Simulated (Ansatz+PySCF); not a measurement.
The numbers below are computed, except where a source is named.
Several solutions for singlet C4H4S

```
atom    x (Å)    y (Å)    z (Å)
   S  -0.0007   0.0099   1.1902
   C  -0.0048   1.2347   0.0057
   C  -0.0088  -1.2393  -0.0052
   C  -0.0053   0.7036  -1.2693
   C  -0.0001  -0.7024  -1.2725
   H  -0.0070   2.2767   0.2958
   H  -0.0051  -2.2773   0.2870
   H   0.0079   1.3262  -2.1657
   H  -0.0081  -1.3250  -2.1775
```

Basis set: def2-SVP (spherical functions). Charge 0, multiplicity 1.

UHF was run from several starts with Ansatz (development build ahead of 0.2.0) and PySCF 2.14.0.

```csv
run,program,start,converged,energy (hartree),<S²>
A,PySCF,"guess huckel, instabilities followed",yes,-551.06612,0.20
B,PySCF,"guess atom, instabilities followed",yes,-551.06612,0.20
C,PySCF,"guess minao, instabilities followed",yes,-551.06612,0.20
D,Ansatz,"atomic start, no search",yes,-551.06542,0.00
E,PySCF,"guess 1e, instabilities followed",yes,-551.06612,0.20
F,PySCF,program defaults,yes,-551.06543,0.00
G,Ansatz,search for the lowest state,yes,-551.06611,0.20
H,Ansatz,stability test followed,yes,-551.06611,0.20
```

Which runs reached the lowest solution of this kind, and what is wrong with the others?

A, B, C, E, G, H reached the lowest solution found. Converged but too high: D by 0.02 eV, F by 0.02 eV. Convergence only shows a stationary point, and even a stable one can lie too high; stability tests and further starts are what find lower ones. Caution: the unrestricted determinant is spin contaminated.
